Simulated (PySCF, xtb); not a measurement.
water (H₂O), SMILES O.

Harmonic wavenumbers (cm⁻¹) from GFN2-xTB (xtb) at its own minimum, in rising order: 1540, 3643, 3651.

Question: What does PySCF with TPSSh-D3(BJ)/def2-TZVPD give at its own minimum? (The exact figures need the calculation; the answer reports its results.)

Answer: 1639, 3767, 3870. Paired by order, the mean absolute difference is 148 cm⁻¹ and the zero-point energies are 12.6 and 13.3 kcal/mol.
